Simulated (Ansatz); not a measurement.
Mulliken charges of `CNC=O` from ωB97M-V/def2-TZVPP in Ansatz (PBE0-D4/def2-TZVP geometry).

```
atom   x (Å)   y (Å)   z (Å)  charge (e)
  C1  -0.320   0.596  -0.882      -0.217
  N2  -0.339  -0.404   0.154      -0.165
  C3   0.657  -0.547   1.055       0.187
  O4   1.661   0.126   1.104      -0.369
  H5  -0.362   0.139  -1.874       0.121
  H6  -1.156   1.293  -0.778       0.121
  H7   0.613   1.149  -0.788       0.137
  H8  -1.123  -1.029   0.224       0.117
  H9   0.456  -1.369   1.768       0.068
```

Problem. By hand: the dipole of these point charges (1 e Å = 4.8032 D).

Solution. Σ q r = (-0.565, -0.094, -0.327) e Å, of length 0.660 e Å = 3.17 D.

Problem. How does the dipole of the full density compare? (Best estimate.)

Solution. The calculation gave: (-0.726, -0.267, -0.266) e Å, 3.93 D; the point charges give 0.81 times that, at 15° from its direction.

Point charges leave out the atoms' own dipoles, such as those of lone pairs, and Mulliken's split depends on the basis, so the two needn't agree.
